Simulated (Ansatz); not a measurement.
Reaction (SMILES): C(=C)Cl → [CH]=C (CH-CH2) + Cl atom
B3LYP-D3(BJ)/def2-TZVP geometries, fixed; electronic energies without zero-point terms.
Largest species:
```
C
C 1 1.3205
H 1 1.0805 2 123.94
H 2 1.0811 1 122.25 3 180.00
H 2 1.0820 4 118.23 1 180.00
Cl 1 1.7376 3 112.62 2 180.00
```
Charge 0, spin multiplicity 1.

Basis-set convergence of the bond dissociation energy at PBE with Ansatz (a first-principles code). Cartesian d functions, on some or all atoms, in 6-31G*, 6-31G**, 6-311G**; all else is spherical. The program fits the integrals of some runs and decomposes those of others, by size. Open shells are unrestricted. No added dispersion term, no relativity. Functions are those of the species that has most. Reference: the value in aug-pcseg-3, 99.64 kcal/mol, itself unsure by roughly 0.05 kcal/mol (its mean distance from aug-cc-pV(Q+d)Z, def2-QZVPPD, pcseg-3). Deviations are taken from unrounded values.

```tsv
basis	functions
STO-3G	22
3-21G	37
6-31G	37
def2-SV(P)	52
6-31G*	55
def2-SVP	61
6-31G**	64
6-311G**	81
def2-SVPD	91
def2-TZVP	117
def2-TZVPP	146
def2-TZVPD	147
def2-TZVPPD	176
def2-QZVPP	274
def2-QZVPPD	304
```

Problem. Which is the smallest set listed that can be trusted to 1 kcal/mol here, that is, within that of the reference together with its larger relatives (same family, alike in diffuse functions; a set with none to test it counts only in the reference's own line)?

Solution. The smallest set listed that lies within 1 kcal/mol of the reference with all its larger relatives (same family, alike in diffuse functions; a set with none counts only in the reference's own line) is def2-SV(P) (52 functions, 0.52 kcal/mol off). Inside the window by cancellation, since a larger relative falls out: 6-31G*, 6-31G**. Value minus reference: STO-3G 11.09, 3-21G -9.66, 6-31G -10.35, def2-SV(P) 0.52, 6-31G* 0.44, def2-SVP 0.22, 6-31G** 0.20, 6-311G** -1.64, def2-SVPD -0.38, def2-TZVP 0.12, def2-TZVPP 0.16, def2-TZVPD 0.10, def2-TZVPPD 0.14, def2-QZVPP -0.09, def2-QZVPPD -0.11 kcal/mol.
